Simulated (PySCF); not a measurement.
The first ionisation energy along the alkaline earths

All values are computed (PySCF 2.14, energy differences of UHF-based or UKS calculations, no spin-orbit coupling). Values in eV. The last column holds reference values (NIST; (s) semi-empirical, (t) theoretical, else measured). Unmarked ones compare directly (S terms, centres of terms, or small fine structure); those marked * lie between the lowest fine-structure levels and include a spin-orbit shift.

```
                        element       configurations    UHF  MP2 (valence)  SCS-MP2 (valence)  CCSD (valence)  CCSDT (valence)  FCI (valence)  reference
 Be (cc-pVDZ-DK, spin-free X2C)  [He] 2s2 → [He] 2s1  8.080          8.777              8.916           9.291            9.291          9.291      9.323
 Mg (cc-pVDZ-DK, spin-free X2C)  [Ne] 3s2 → [Ne] 3s1  6.634          7.215              7.331           7.527            7.527          7.527      7.646
Ca (cc-pVDZ-X2C, spin-free X2C)  [Ar] 4s2 → [Ar] 4s1  5.146          5.617              5.712           5.904            5.904          5.904      6.113
Sr (cc-pVDZ-X2C, spin-free X2C)  [Kr] 5s2 → [Kr] 5s1  4.752          5.184              5.270           5.433            5.433          5.433      5.695
Ba (cc-pVDZ-X2C, spin-free X2C)  [Xe] 6s2 → [Xe] 6s1  4.278          4.680              4.761           4.912            4.912          4.912      5.212
```

```tsv
method	elements	mean error (eV)	mean absolute error (eV)	largest error (eV)
UHF	5	-1.020	1.020	-1.243
MP2 (valence)	5	-0.503	0.503	-0.546
SCS-MP2 (valence)	5	-0.400	0.400	-0.451
CCSD (valence)	5	-0.184	0.184	-0.299
CCSDT (valence)	5	-0.184	0.184	-0.299
FCI (valence)	5	-0.184	0.184	-0.299
```

Errors include the incompleteness of the basis and the frozen core.

"Valence" correlates the outer s and p shells and, in groups 3 to 12 and the f block, the outer d or f shell, open or full, or the next shell where the ion has no valence electron left; the wider scheme adds the next inner shell.
